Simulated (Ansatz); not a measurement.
Li3H3⁻ (the lowest doublet isomer of a short search), 6 atoms. Hardware: 4 threads of Arm Neoverse V1 on a shared host.

Correlated methods freeze no core orbitals; core or outer-core shells of Li are correlated, in sets that lack core-valence functions.

(1) How many basis functions does each of these Ansatz runs have, and roughly what does it cost? PBE-D4/def2-TZVPD, charge -1 doublet, energy, from earlier orbitals; HF/def2-TZVPD, charge -1 doublet, energy, from earlier orbitals; HF/6-31G, charge -1 doublet, energy; BLYP-D4/def2-TZVPD, charge -1 doublet, energy, from earlier orbitals; MP2/def2-TZVPD, charge -1 doublet, energy, from earlier orbitals; PBE-D4/def2-TZVPD, charge -1 doublet, relaxation, 6 steps; revPBE-D4/def2-TZVPD, charge -1 doublet, energy, from earlier orbitals; PBE-D4/def2-TZVPD, charge 0 singlet at the geometry of the charge -1 doublet, energy, from earlier orbitals; r2SCAN0-D4/def2-TZVPD, charge -1 doublet, energy, from earlier orbitals; LC-ωPBE/def2-TZVPD, charge -1 doublet, energy, from earlier orbitals; PBE0-D4/def2-TZVPD, charge -1 doublet, energy, from earlier orbitals; r2SCAN-D4/def2-TZVPD, charge 0 singlet at the geometry of the charge -1 doublet, energy, from earlier orbitals.

Answers

(1) Other jobs shared the machine, so times can vary by a factor of up to 3. A dash marks memory too small to be measured apart from the calling script's.

```
                                                                                                           run  functions  fitting or Cholesky vectors  wall time  peak host memory (GiB)
                                                                           HF/6-31G, charge -1 doublet, energy         33                          474      0.1 s                       –
                                               HF/def2-TZVPD, charge -1 doublet, energy, from earlier orbitals         78                          696      0.2 s                       –
                                              MP2/def2-TZVPD, charge -1 doublet, energy, from earlier orbitals         78                          795     0.25 s                       –
   PBE-D4/def2-TZVPD, charge 0 singlet at the geometry of the charge -1 doublet, energy, from earlier orbitals         78                          648      0.4 s                       –
                                           PBE-D4/def2-TZVPD, charge -1 doublet, energy, from earlier orbitals         78                          648     0.75 s                       –
                                        revPBE-D4/def2-TZVPD, charge -1 doublet, energy, from earlier orbitals         78                          648     0.75 s                       –
r2SCAN-D4/def2-TZVPD, charge 0 singlet at the geometry of the charge -1 doublet, energy, from earlier orbitals         78                          648     0.85 s                       –
                                          BLYP-D4/def2-TZVPD, charge -1 doublet, energy, from earlier orbitals         78                          648     0.85 s                       –
                                          LC-ωPBE/def2-TZVPD, charge -1 doublet, energy, from earlier orbitals         78                          648      1.4 s                       –
                                       r2SCAN0-D4/def2-TZVPD, charge -1 doublet, energy, from earlier orbitals         78                          648      1.6 s                       –
                                          PBE0-D4/def2-TZVPD, charge -1 doublet, energy, from earlier orbitals         78                          648      1.6 s                       –
                                                     PBE-D4/def2-TZVPD, charge -1 doublet, relaxation, 6 steps         78                          648      5.5 s                       –
```
